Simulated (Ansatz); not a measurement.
# SiH2 (singlet): from Hartree-Fock to the top rungs at a displaced geometry (v2), cc-pVDZ

An exercise on one series of results from a longer session: the logs are not shown, and one member is left open.

Program: Ansatz 0.2.0, Gaussian basis. Level of theory: cc-pVDZ, core rule «outside noble gas», up to 5 orbitals frozen. These are calculated values, not measurements.

To be run: UHF; CCSD(T) on RHF; CCSD(T) on UHF; BCCD(T) on RHF; CISD; CCSDT(Q) on RHF; CCSDT(Q) on UHF; CCSDTQ on RHF; CASSCF and MRCISD+Q, 6 electrons in 6 orbitals; CASSCF and MRCISD+Q(relaxed), 6 electrons in 6 orbitals; CASSCF and NEVPT2, 6 electrons in 6 orbitals; Full CI.

20 further runs of the same task are left out: 1 for a mislabelled method, 7 that didn't finish, 12 set aside as unsound or not needed.

### What is computed

The geometry is a PBE0/def2-TZVP stationary point (not a proven minimum) with its atoms shifted at random (size 0.100 Å).

3 atoms, charge 0, spin multiplicity 1.

Atoms are counted from 1 here; the program's logs count them from 0.

Bond lengths: Si1–H2 1.532 Å, Si1–H3 1.514 Å. Angles: H2–Si1–H3 91.0°.

Set-up of the first run:

Input file in.yaml:

```yaml
crystal:
  periodic: [false, false, false]
  atoms:
    - {symbol: Si, position_ang: [0.008476, -0.070952, -0.000503]}
    - {symbol: H, position_ang: [-0.156398, 1.004726, -1.078921]}
    - {symbol: H, position_ang: [-0.079778, 0.972302, 1.092923]}
basis:
  gaussian: {orbitals: cc-pVDZ}
magnetization: {spin_polarized: true, initial_magnetization: 0}
hamiltonian: {xc: hf}
output: {orbitals: {seedname: orbitals}}
```

Command:

```bash
$ ansatz run in.yaml --threads 1 --pin off --events-out ev --progress --plain --max-ram 2393MiB
```

Among the steps run: UHF; CCSD(T) on RHF; CCSD(T) on UHF; BCCD(T) on RHF; CISD; CCSDT(Q) on RHF; CCSDT(Q) on UHF; CCSDTQ on RHF; CASSCF and MRCISD+Q, 6 electrons in 6 orbitals; CASSCF and MRCISD+Q(relaxed), 6 electrons in 6 orbitals; CASSCF and NEVPT2, 6 electrons in 6 orbitals; Full CI.

One of the session's tables, all rows but one given; the rest of the session is left out.

It belongs to the step «Misses and costs». 

| method | from FCI (kJ/mol) |
| --- | --- |
| RHF | +314.5 |
| UHF | +305.9 |
| RMP2 | +82.6 |
| CISD | +21.2 |
| RCCSD | +7.8 |
| RCCSD(T) | +1.9 |
| BCCD(T) | +1.9 |
| RCCSDT | +0.3 |
| RCCSDT(Q) | +0.1 |
| RCCSDTQ | 0.0 |
| CASSCF valence | ? |
| NEVPT2 valence | +60.4 |
| MRCISD valence | +8.4 |
| MRCISD+Q valence | +1.1 |
| MRCISD+Q(relaxed) valence | -2.4 |
| FCI | 0 |

Estimate the missing values for CASSCF valence.

**Answer.** from FCI (kJ/mol): +184.9. In the column «from FCI (kJ/mol)» it lies between RMP2 (+82.6) and UHF (+305.9).

Not comparable, so not listed: CCSD(T) on UHF; CCSDT(Q) on UHF (they don't share determinant, frozen orbitals or solution with the rows shown, or repeat one).

Limits of these values: MRCISD+Q(relaxed) valence falls below full CI: the +Q correction isn't variational, and the cores differ from full CI's.
